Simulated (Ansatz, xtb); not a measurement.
# C4H5Cl: which of two isomers lies lower

We compare X, `C=C/C=C\Cl`, a singlet, with Y, `C=CC(=C)Cl`, a singlet. Both are isolated molecules in the gas phase, relaxed with r2SCAN-D4/def2-SVP; the shapes shown needn't be the lowest conformers.

X (Å):

```xyz
10

C     0.0309   -1.8344   -2.5064
C    -0.4414   -0.7136   -1.9282
C    -0.0713   -0.2797   -0.5979
C    -0.5051    0.8266    0.0375
Cl   -1.6197    1.9642   -0.6465
H     0.7369   -2.4902   -1.9852
H    -0.2742   -2.1269   -3.5144
H    -1.1470   -0.0752   -2.4726
H     0.6341   -0.9059   -0.0377
H    -0.1849    1.0973    1.0462
```

Y (Å):

```tsv
atom	x (Å)	y (Å)	z (Å)
C	-0.1071	1.1612	1.6675
C	-0.6655	0.9630	0.4629
C	-0.0531	1.2326	-0.8325
C	-0.6607	1.0152	-2.0128
Cl	1.5756	1.8795	-0.8169
H	0.9055	1.5622	1.7632
H	-0.6557	0.9248	2.5825
H	-1.6832	0.5597	0.3924
H	-0.1684	1.2300	-2.9624
H	-1.6768	0.6120	-2.0242
```

Energies in hartree; the thermal terms are from r2SCAN-D4/def2-SVP harmonic frequencies (ideal gas, rigid rotor, one conformer each, 298.15 K, 1 atm) and include the zero-point energy:

```
                              X           Y
E, CCSD(T)/def2-SVP  −614.319525  −614.319871
    E, MP2/def2-SVP  −614.242659  −614.243206
  E, MP2/def2-TZVPP  −614.741296  −614.742253
  zero-point energy     0.076075     0.075635
       H(298 K) − E     0.082497     0.081969
       G(298 K) − E     0.046835     0.046728
```

Problem. Correct the CCSD(T) difference for the basis set by the MP2 change, then work out ΔE, ΔE₀, ΔH and ΔG for X → Y in kcal/mol (1 Eh = 627.51 kcal/mol) and the equilibrium ratio [Y]/[X].

Solution. 1. Differences Y − X: CCSD(T) −0.000346, MP2 in the small set −0.000547, MP2 in the large set −0.000957 Eh.
2. ΔE = −0.000346 + (−0.000957 − (−0.000547)) = −0.000756 Eh = −0.47 kcal/mol.
3. ΔE₀ = ΔE + ΔZPE = −0.000756 + (−0.000440) Eh = −0.75 kcal/mol.
4. ΔH = ΔE + (−0.000528) Eh = −0.81 kcal/mol.
5. ΔG = ΔE + (−0.000107) Eh = −0.54 kcal/mol, so ΔS = (ΔH − ΔG)/T = −3.7 J/(mol K).
6. kT = 0.9442 mEh, so K = [Y]/[X] = exp(−ΔG/kT) = exp(+0.91) ≈ 2.5.

The two are too close for this level to say which is favoured. An error of 1 kcal/mol in ΔG would change K by a factor of 5.4. Mirror images and further conformers aren't counted.

As drawn, both hold the same kinds of bond in the same numbers.

Other levels gave ΔE = −0.6 (GFN2-xTB); +0.1 (HF/STO-3G, GFN2-xTB geometries); +0.3 (r2SCAN-D4/def2-SVP//GFN2-xTB); +0.2 (r2SCAN-D4/def2-SVP); +0.5 (HF/def2-SVP); −0.3 (MP2/def2-SVP); −0.2 (CCSD(T)/def2-SVP) kcal/mol. The correlated steps freeze 9 core orbitals. Programs: Ansatz 0.2.0, xtb 6.7.1.
